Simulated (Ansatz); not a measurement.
# Ge–PH$_{2}$, quartet: the ladder up to UCCSDT(Q)

Geometry: that of the Ge–PH2, doublet, kept fixed. The doublet lies 2.6 eV lower here.

```yaml
atoms:
  - { symbol: Ge, position_ang: [0.0000, 0.0000, 0.7020] }
  - { symbol: P, position_ang: [0.0000, 0.0000, -1.4925] }
  - { symbol: H, position_ang: [0.0000, 1.1073, -2.3623] }
  - { symbol: H, position_ang: [0.0000, -1.1073, -2.3623] }
```

Basis cc-pVTZ; Ansatz 0.2.0. Only valence electrons are correlated (noble-gas cores and the filled d shells of p-block atoms frozen), which leaves 11 electrons in 86 orbitals. Prefix R: restricted or restricted open-shell reference; prefix U: unrestricted. Active spaces: valence = (11e, 10o) chosen from the atoms' valence shells. No spin–orbit coupling is included, and no scalar relativity.

Full CI isn't at hand for all of this; UCCSDT(Q) serves as the reference, and is uncertain by about the last step of the cluster series. The frozen core follows each run's orbitals, which can shift R against U totals by a few meV for light atoms and by up to 0.1 eV past Ca.

```
UHF ⟨S²⟩                          : 3.807
T1 diagnostic (RCCSD)             : 0.0215
largest doubles amplitude (RCCSD) : 0.035
T1 diagnostic (UCCSD)             : 0.0220
```

```json
{"level": "UHF", "E − E(UCCSDT(Q)) (kcal/mol)": "159.04", "share of correlation (%)": "3.99", "wall time": "–"}
{"level": "UMP2", "E − E(UCCSDT(Q)) (kcal/mol)": "31.16", "share of correlation (%)": "81.19", "wall time": "–"}
{"level": "UCCSD", "E − E(UCCSDT(Q)) (kcal/mol)": "7.70", "share of correlation (%)": "95.35", "wall time": "–"}
{"level": "UCCSD(T)", "E − E(UCCSDT(Q)) (kcal/mol)": "1.33", "share of correlation (%)": "99.20", "wall time": "9.5 s (H100)"}
{"level": "UCCSDT", "E − E(UCCSDT(Q)) (kcal/mol)": "0.31", "share of correlation (%)": "99.81", "wall time": "–"}
```

The correlation energy at UCCSDT(Q), counted from RHF, is -7.183 eV. That run took 20 s on 2 threads of AMD EPYC 7R13 with a shared H100 80 GB, shared host.

Run but not shown, since their state or frozen core can't be matched to the reference's or they repeat it: RHF, RMP2, RCCSD, RCCSD(T), BCCD(T), RCCSDT, RCCSDT(Q), CASSCF (valence space), NEVPT2 (valence space), MRCISD (valence space), MRCISD+Q (valence space).

Times hold each run's SCF and search for its determinant on a shared host, so for small cases they say little of a method's own cost.

Natural occupations of CASSCF (valence space) about the gap: 1.991 1.980 1.974 1.963 1.004 1.000 0.997 0.045 0.024 0.023; effectively unpaired electrons, Σ n²(2−n)², 3.02.
